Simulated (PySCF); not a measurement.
Compound: CH₃O (doublet state).
Bonds: C1–O2. Hydrogens: H3, H4 on C1; H5 on O2.

Identity: `[CH2]O` [radical].

The calculation used PySCF 2.14.0, UKS B3LYP, pcH-1 on C H O, non-relativistic, mean-field spin-orbit, GIAO. Geometry: GFN2-xTB; no solvent, vibrations or thermal averaging. Couplings are sensitive to structure, and on GFN2-xTB geometries they can be far from those on DFT ones.

Q: The isotropic 1H couplings, averaged over equivalent nuclei, are -47.4, -13.0 MHz. Assign them to H3/H4; H5.

A: 
| site | a_iso (MHz) | ρ(0) (bohr⁻³) | position | distance from C1 (Å) | bound to | spin population there | largest \|T\| (MHz) |
| --- | --- | --- | --- | --- | --- | --- | --- |
| H3/H4 | -47.4 | -0.0106 | α, 1 bond from C1 | 1.07 | C1 | +0.94 | 37.2 |
| H5 | -13.0 | -0.0029 | β, 2 bonds from C1, on O2 of spin population +0.14 | 1.92 | O2 | +0.14 | 25.4 |

ρ(0) is the spin density at the nucleus and T the dipolar tensor; entries for several nuclei are means. Largest spin populations (Mulliken): C1 (+0.94) and O2 (+0.14). The angles at C1 add up to 355.4°, so it is nearly planar; its axial dipolar tensor and the negative couplings of its protons fit spin in a p orbital normal to that plane.

Class means assume fast exchange of nuclei equivalent by connectivity; if that motion is slow, each nucleus keeps its own coupling. The 1H value of -47.4 MHz is a mean of couplings from -50.5 to -44.3 MHz in this one geometry, not an average over conformers.
